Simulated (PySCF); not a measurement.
CH⁺: from constants to spectrum

RHF-CCSD(T) constants of CH⁺, ¹Σ⁺ (singlet), closed shell (basis H 6-31G(d,p), C 6-31G(d,p); no relativity; PySCF 2.14; masses 1.0078 and 12.0000 u):

```
ωe           : 2941.0 cm⁻¹
ωexe         : 66.6 cm⁻¹
Be           : 14.337 cm⁻¹
αe           : 0.530 cm⁻¹
De to H + C⁺ : 3.97 eV
```

Problem. What force constant and bond length do these constants imply?

Solution. Reduced mass μred = 0.92974 u; k = 5.8918×10⁻⁷·μred·ωe² (u, cm⁻¹, mdyn/Å) = 4.74 mdyn/Å; Re = √(16.8576/(μred·Be)) (u, cm⁻¹, Å) = 1.125 Å.

Problem. Estimate the centrifugal constant D from the Kratzer relation and find the Dunham coefficient a1.

Solution. D = 4Be³/ωe² = 0.00136 cm⁻¹; a1 = −1 − αeωe/(6Be²) = -2.26.

Correlated steps freeze 1 core orbital. Correlated levels converge slowly with the basis: in double zeta they bind strong bonds too weakly, by up to about 1 eV, and carry superposition errors of some tenths. For an ion De counts to the pair picked by the measured ionisation energies or electron affinities, which need not be the lowest pair at this level. Where the molecule has an RHF reference, its open-shell atoms are computed with UHF.
